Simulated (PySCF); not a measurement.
B3LYP has the VWN-RPA correlation part, as in Gaussian. 

Cartesian coordinates (Å):
SMILES: [NH2]
```xyz
3

N     -0.0001     0.4444     0.0000
H     -0.8046    -0.2222     0.0000
H      0.8047    -0.2217     0.0000
```
Charge 0, spin multiplicity 2.

### Question
What is the computed highest occupied spin orbital, total energy and dipole moment (B3LYP-D3(BJ)/def2-TZVP // TPSS-D3(BJ)/def2-SVP in PySCF)?

### Answer

highest occupied spin orbital: -8.54 eV
total energy: -55.9048 Ha
dipole moment: 0.407 e·Å
